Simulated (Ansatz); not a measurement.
**doublet CH2AlN+: levels of theory compared**

We compute a comparison of 6 runs (U-r2SCAN/aug-cc-pVDZ, U-r2SCAN0/aug-cc-pVDZ, UPBE-QIDH/aug-cc-pVDZ, UPBE/aug-cc-pVDZ, UPBE0/aug-cc-pVDZ, UMP2/aug-cc-pVDZ) of doublet CH2AlN+. 

The calculation is run with Ansatz 0.2.0.

69 further runs of the same task are left out: 69 set aside as unsound or not needed.

### 1 The structure to begin with

The species is CH2AlN+ (5 atoms), meant as a doublet with charge +1. As SMILES of the parent species, `N#[C][AlH2]`. The shape is that of a PBE0-D4/def2-TZVP optimisation. That shape belongs to the parent species and isn't relaxed for this state.

Bond lengths: N1–C2 1.154 Å, C2–Al3 1.938 Å, Al3–H4 1.573 Å, Al3–H5 1.572 Å. Angles: N1–C2–Al3 180.0°, C2–Al3–H4 117.0°, C2–Al3–H5 117.0°, H4–Al3–H5 126.1°.

### 2 The energy at U-r2SCAN/aug-cc-pVDZ (run 1)

The input, run.yaml:

```yaml
crystal:
  periodic: [false, false, false]
  atoms:
    - {symbol: N, position_ang: [1.382300, -1.346000, 1.394200]}
    - {symbol: C, position_ang: [0.714200, -0.698000, 0.711800]}
    - {symbol: Al, position_ang: [-0.407200, 0.390000, -0.434600]}
    - {symbol: H, position_ang: [-1.629700, -0.322900, -1.120200]}
    - {symbol: H, position_ang: [-0.009700, 1.903200, -0.592600]}
basis:
  gaussian: {orbitals: aug-cc-pVDZ}
total_charge: 1
magnetization: {spin_polarized: true, initial_magnetization: 1}
hamiltonian: {xc: r2scan}
accuracy: high
output: {orbitals: {seedname: orbitals}}
```

On the command line:

```
ansatz run run.yaml --threads 1 --pin off --max-ram 3480MiB --events-out events.jsonl --progress --plain --runs-dir runs
```

What it wrote:

```text
Warning: RAYON_NUM_THREADS=1 ignored (pool sized by the plan → 1); use --threads N
Functional definition: r2SCAN
  name "r2SCAN"
  parameter k0 = 0.174
  parameter k1 = 0.065
  parameter a1 = 4.9479
  exchange = r2scan_x(k0 = k0, k1 = k1, a1 = a1)
  correlation = r2scan_c
1732 factors; integrals over basis functions are off by at most 3.3e-9 eV
mean field evaluation 1: about -9127.7327 eV, gradient 5.0e1 eV
mean field evaluation 2: about -8894.4361 eV, gradient 1.3e2 eV
mean field evaluation 4: about -9135.3917 eV, gradient 3.0e1 eV
mean field evaluation 8: about -9142.1900 eV, gradient 2.8e0 eV
mean field evaluation 16: about -9142.2822 eV, gradient 5.7e-2 eV
mean field evaluation 32: about -9142.2822 eV, gradient 6.5e-7 eV
mean field evaluation 64: about -9141.5916 eV, gradient 1.3e-1 eV
mean field -9142.28224720 eV, -335.9726757232 hartree, gradient 4.1e-8 eV, S^2 0.766939; 5 other end points of the search recorded, 0 dependent functions left out
reference -9142.28225546 eV, -335.9726760266 hartree; 14, 13 occupied and 77, 78 virtual orbitals, 1732 factors
Total energy: -9142.28225546 eV, -335.9726760266 hartree
```

It took 27 s on 1 thread of Arm Neoverse V2, shared host; peak memory 0.41 GiB.

### 3 The energy at U-r2SCAN0/aug-cc-pVDZ (run 2)

The input, run.yaml:

```yaml
crystal:
  periodic: [false, false, false]
  atoms:
    - {symbol: "N", position_ang: [1.382300, -1.346000, 1.394200]}
    - {symbol: C, position_ang: [0.714200, -0.698000, 0.711800]}
    - {symbol: Al, position_ang: [-0.407200, 0.390000, -0.434600]}
    - {symbol: H, position_ang: [-1.629700, -0.322900, -1.120200]}
    - {symbol: H, position_ang: [-0.009700, 1.903200, -0.592600]}
basis:
  gaussian:
    orbitals: aug-cc-pVDZ
total_charge: 1
magnetization:
  spin_polarized: true
  initial_magnetization: 1
hamiltonian:
  xc: {name: r2SCAN0}
accuracy: high
output:
  orbitals: {seedname: orbitals}
```

On the command line:

```
ansatz run run.yaml --threads 1 --pin off --max-ram 3480MiB --events-out events.jsonl --progress --plain --runs-dir runs
```

What it wrote:

```text
Warning: RAYON_NUM_THREADS=1 ignored (pool sized by the plan → 1); use --threads N
Functional definition: r2SCAN0
  name "r2SCAN0"
  parameter a = 0.25
[... 3 set-up lines as earlier in the session ...]
  exchange = (1 - a)*r2scan_x(k0 = k0, k1 = k1, a1 = a1) + a*exact_x
[... 1 set-up line as earlier in the session ...]
1732 factors; integrals over basis functions are off by at most 3.3e-9 eV
mean field evaluation 1: about -9129.5555 eV, gradient 4.6e1 eV
mean field evaluation 2: about -8985.3443 eV, gradient 1.2e2 eV
mean field evaluation 4: about -9140.2687 eV, gradient 1.5e1 eV
mean field evaluation 8: about -9141.3998 eV, gradient 5.8e-1 eV
mean field evaluation 16: about -9141.4906 eV, gradient 9.4e-3 eV
mean field evaluation 32: about -9141.4907 eV, gradient 6.7e-7 eV
mean field -9141.49065166 eV, -335.9435851238 hartree, gradient 9.0e-8 eV, S^2 0.785309; 4 other end points of the search recorded, 0 dependent functions left out
reference -9141.49065784 eV, -335.9435853507 hartree; 14, 13 occupied and 77, 78 virtual orbitals, 1732 factors
Total energy: -9141.49065784 eV, -335.9435853507 hartree
```

Wall time 25 s (1 thread of Arm Neoverse V2, shared host); peak memory 0.47 GiB.

Run 3 isn't shown in full; the table further down has it.

### 4 A single-point energy at UPBE/aug-cc-pVDZ (run 4)

The input, run.yaml:

```yaml
crystal:
  periodic: [false, false, false]
  atoms:
    - {symbol: N, position_ang: [1.382300, -1.346000, 1.394200]}
    - {symbol: C, position_ang: [0.714200, -0.698000, 0.711800]}
    - {symbol: Al, position_ang: [-0.407200, 0.390000, -0.434600]}
    - {symbol: H, position_ang: [-1.629700, -0.322900, -1.120200]}
    - {symbol: H, position_ang: [-0.009700, 1.903200, -0.592600]}
basis:
  gaussian: {orbitals: aug-cc-pVDZ}
total_charge: 1
magnetization: {spin_polarized: true, initial_magnetization: 1}
hamiltonian: {xc: pbe}
accuracy: high
output: {orbitals: {seedname: orbitals}}
```

On the command line:

```
ansatz run run.yaml --threads 1 --pin off --max-ram 3480MiB --events-out events.jsonl --progress --plain --runs-dir runs
```

What it wrote:

```text
Warning: RAYON_NUM_THREADS=1 ignored (pool sized by the plan → 1); use --threads N
Functional definition: PBE
  name "PBE"
  parameter kappa = 0.804
  parameter beta = 0.06672455060314922
  exchange = pbe_x(kappa = kappa, mu = beta*pi^2/3)
  correlation = pbe_c(beta = beta)
1732 factors; integrals over basis functions are off by at most 3.3e-9 eV
mean field evaluation 1: about -9119.9285 eV, gradient 5.5e1 eV
mean field evaluation 2: about -8857.6032 eV, gradient 1.4e2 eV
mean field evaluation 4: about -9129.7240 eV, gradient 3.2e1 eV
mean field evaluation 8: about -9137.7287 eV, gradient 1.4e0 eV
mean field evaluation 16: about -9137.7375 eV, gradient 7.0e-3 eV
mean field evaluation 32: about -9137.7375 eV, gradient 2.6e-8 eV
mean field evaluation 64: about -9137.1331 eV, gradient 1.6e-1 eV
mean field -9137.73749912 eV, -335.8056593116 hartree, gradient 2.6e-8 eV, S^2 0.756503; 7 other end points of the search recorded, 0 dependent functions left out
reference -9137.73751050 eV, -335.8056597298 hartree; 14, 13 occupied and 77, 78 virtual orbitals, 1732 factors
Total energy: -9137.73751050 eV, -335.8056597298 hartree
```

It took 15 s on 1 thread of Arm Neoverse V2, shared host; peak memory 0.29 GiB.

Run 5 isn't shown in full; the table further down has it.

### 5 A single-point energy at UMP2/aug-cc-pVDZ (run 6)

The input, input.yaml:

```yaml
crystal:
  periodic: [false, false, false]
  atoms:
    - symbol: "N"
      position_ang: [1.382300, -1.346000, 1.394200]
    - symbol: C
      position_ang: [0.714200, -0.698000, 0.711800]
    - symbol: Al
      position_ang: [-0.407200, 0.390000, -0.434600]
    - symbol: H
      position_ang: [-1.629700, -0.322900, -1.120200]
    - symbol: H
      position_ang: [-0.009700, 1.903200, -0.592600]
basis:
  gaussian: {orbitals: aug-cc-pVDZ}
magnetization: {spin_polarized: true, initial_magnetization: 1}
total_charge: 1
accuracy: high
correlation: {method: mp2, frozen_orbitals: {Al: 5, C: 1, H: 0, "N": 1}}
```

On the command line:

```
ansatz run input.yaml --threads 1 --pin off --max-ram 3480MiB --events-out events.jsonl --progress --plain --runs-dir runs
```

What it wrote (excerpt; [...] marks lines left out):

```text
Warning: RAYON_NUM_THREADS=1 ignored (pool sized by the plan → 1); use --threads N
Functional definition: HF
  name "HF"
[...]
1732 factors; integrals over basis functions are off by at most 3.3e-9 eV
[...]
mean field -9115.82982876 eV, -335.0005672754 hartree, gradient 2.1e-8 eV, S^2 0.764356; 23 other end points of the search recorded, 0 dependent functions left out
7 core orbitals not correlated: weight in the atoms' cores, before any rotation towards them, 1.000 or more for the frozen orbitals, at most 0.000 for the correlated occupied ones
reference -9115.82982876 eV, -335.0005672754 hartree; 7, 6 occupied and 77, 78 virtual orbitals, 1732 factors
second order -7.70790678 eV of doubles, -0.00000000 eV of singles
Total energy: -9123.53773553 eV, -335.2838276248 hartree
```

It took 12 s on 1 thread of Arm Neoverse V2, shared host; peak memory 0.26 GiB.

### 6 All runs side by side

```tsv
run	level	frozen core orbitals	energy (Eh)	HOMO energy (eV)	LUMO energy (eV)	⟨S²⟩	wall time
1	U-r2SCAN/aug-cc-pVDZ	–	-335.972676	-14.90	-14.28	0.767	27 s
2	U-r2SCAN0/aug-cc-pVDZ	–	-335.943585	-15.77	-13.66	0.785	25 s
3	UPBE-QIDH/aug-cc-pVDZ	7	-335.674375	-16.54	-12.17	0.806	29 s
4	UPBE/aug-cc-pVDZ	–	-335.805660	-14.47	-14.32	0.757	15 s
5	UPBE0/aug-cc-pVDZ	–	-335.818814	-15.74	-13.75	0.770	12 s
6	UMP2/aug-cc-pVDZ	7	-335.283828	–	–	0.764	12 s
```

### 7 What came out

```
                                          quantity          value
                               run 6: total energy  -335.28383 Eh
run 6: correlation energy (7 core orbitals frozen)     -283.3 mEh
          run 6: ⟨S²⟩ of the reference determinant          0.764
```

What this shows: Totals of different functionals can't be ranked against each other. All runs together took 2 min, the longest 29 s.
